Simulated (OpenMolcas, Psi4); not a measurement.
**How basis sets differ on CF+ (SMILES [C+]F)**

CF+ has 2 atoms, charge +1, and is taken as a singlet. As SMILES, `[C+]F`. The coordinates come from a PBE0-D4/def2-TZVP relaxation.

```xyz
2

C     0.4923   -0.1608    0.2532
F    -0.4923    0.1608   -0.2532
```

Each level gives the HOMO–LUMO gap (eV). The values are calculated.

```
            level          kind     program  value (eV)  CPU time
      HF/ANO-L-MB  Hartree–Fock  OpenMolcas       17.90     2.6 s
HF/ANO-R0 (sfX2C)  Hartree–Fock  OpenMolcas       18.38     1.7 s
      HF/ANO-S-MB  Hartree–Fock  OpenMolcas       17.88     2.7 s
        HF/STO-3G  Hartree–Fock        Psi4       19.21     3.8 s
         HF/3-21G  Hartree–Fock        Psi4       18.73     3.9 s
   HF/aug-cc-pVTZ  Hartree–Fock  OpenMolcas       19.06      11 s
```

The values span 17.88 to 19.21 eV. Orbital gaps aren't excitation energies. Times are those of the runs behind each value, whatever else they computed, on shared processors of several kinds: orders of magnitude only.
